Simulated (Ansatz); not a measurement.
# H7NOSi: the cost of one run

Program: Ansatz 0.2.0. Level of theory: RKS PBE-D4/def2-SVP. These are calculated values, not measurements.

### Step 1. The starting structure

Bond lengths: Si1–O2 2.030 Å, O2–H3 1.010 Å, Si1–H4 1.460 Å, Si1–H5 1.459 Å, Si1–H6 1.459 Å, Si1–N7 2.120 Å, N7–H8 1.060 Å, N7–H9 1.060 Å. Angles: Si1–O2–H3 109.5°, O2–Si1–H4 109.5°, O2–Si1–H5 109.5°, O2–Si1–H6 109.5°, O2–Si1–N7 71.6°, H4–Si1–H5 109.5°, H4–Si1–H6 109.5°, H4–Si1–N7 67.2°, H5–Si1–H6 109.5°, H5–Si1–N7 176.6°, H6–Si1–N7 72.8°, Si1–N7–H8 120.0°, Si1–N7–H9 120.0°, H8–N7–H9 120.0°.

As a file:

```xyz
10

Si    0.0000    0.0000    0.0000
O     0.0000    0.0000    2.0300
H    -0.9095   -0.2814    2.3671
H     1.3768    0.0000   -0.4862
H    -0.6877    1.1914   -0.4862
H    -0.6877   -1.1914   -0.4862
N     1.1065   -1.6802    0.6685
H     0.6674   -2.6449    0.6516
H     2.0989   -1.5558    1.0196
H     0.6843   -1.0392    1.7311
```

### Step 2. Pulling towards end A

Springs on the bonds that form and break draw the guess towards this end; the thresholds are loose.

Input file input.yaml:

```yaml
crystal:
  periodic: [false, false, false]
  atoms:
    - { symbol: Si, position_ang: [0.0, 0.0, 0.0] }
    - { symbol: O, position_ang: [0.0, 0.0, 2.03] }
    - { symbol: H, position_ang: [-0.9095, -0.2814, 2.3671] }
    - { symbol: H, position_ang: [1.3768, 0.0, -0.4862] }
    - { symbol: H, position_ang: [-0.6877, 1.1914, -0.4862] }
    - { symbol: H, position_ang: [-0.6877, -1.1914, -0.4862] }
    - { symbol: "N", position_ang: [1.1065, -1.6802, 0.6685] }
    - { symbol: H, position_ang: [0.6674, -2.6449, 0.6516] }
    - { symbol: H, position_ang: [2.0989, -1.5558, 1.0196] }
    - { symbol: H, position_ang: [0.6843, -1.0392, 1.7311] }
basis:
  gaussian: { orbitals: def2-SVP }
hamiltonian:
  xc: pbe
  dispersion: d4
relax:
  f_tol: 0.15
  max_steps: 25
  restrain:
    - { distance: [0, 6], at: 3.02, k: 30.0 }
    - { distance: [9, 1], at: 2.21, k: 30.0 }
    - { distance: [0, 1], at: 1.68, k: 30.0 }
    - { distance: [9, 6], at: 1.06, k: 30.0 }
output:
  orbitals: {}
```

Run with:

```console
> ansatz run input.yaml --threads 1 --pin off --max-ram 2048MiB --backend cpu --events-out ev --progress --plain --runs-dir out
```

What time and memory should one allow on 1 thread of Arm Neoverse N1, shared host?

About 53 s, with a peak of 0.12 GiB.
